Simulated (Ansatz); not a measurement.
`N#C/C=C/F` + CH₃OH → `CO/C=C/F` + `C#N`  (substitution at a C–C bond)

Calculated with Ansatz (gas phase, PBE0-D4/def2-TZVP geometries, no zero-point term in ΔE). CCSD(T)/CBS is the MP2 limit (def2-TZVPP, def2-QZVPP) plus CCSD(T) − MP2 in def2-TZVPP, frozen cores. This one scheme is used for every species. Double bonds are as drawn, so ΔE can hold a change between cis and trans. DFT in def2-TZVPP. Each species was taken in one conformer, which may not be the lowest.

```
    species  r2SCAN energy (Eh)
`N#C/C=C/F`          -270.03691
      CH₃OH          -115.70575
 `CO/C=C/F`          -292.31323
      `C#N`           -93.40455
```

Q: Work out ΔE.

A: ΔE = (-292.31323) + (-93.40455) − (-270.03691) − (-115.70575) = 0.02488 Eh = +0.68 eV. CCSD(T)/CBS gives +0.62 eV.

Largest T1 diagnostic among the species: 0.014.
